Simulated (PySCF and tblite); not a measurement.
The numbers below are computed, except where a source is named.
System: C3H4N2S, numbered as in [CH3:1][S:2]/[N:3]=[CH:4]/[C:5]#[N:6].

Level: revPBE/pcSseg-1 + D3(BJ) on GFN2-xTB stationary points, with GFN2-xTB thermal terms. Rates follow Eyring's equation with the number of equivalent paths and no tunnelling. (PySCF 2.14 with density fitting, tblite 0.8.)

**Question.** How high is the barrier to the planar inversion at N3 (torsion C5–C4–N3–S2 from 180° to 0°), through which structure does it pass, and what rate follows at 298 K?

**Answer.** The electronic barrier is 15.4 kcal/mol and ΔG‡(298 K) 15.1 kcal/mol, over a Cs saddle with an imaginary mode of 279i cm⁻¹ (GFN2-xTB). With 1 equivalent path, k is 57 s⁻¹, a mean lifetime of the start of 18 ms against this motion. The end lies 1.1 kcal/mol above the start in free energy.
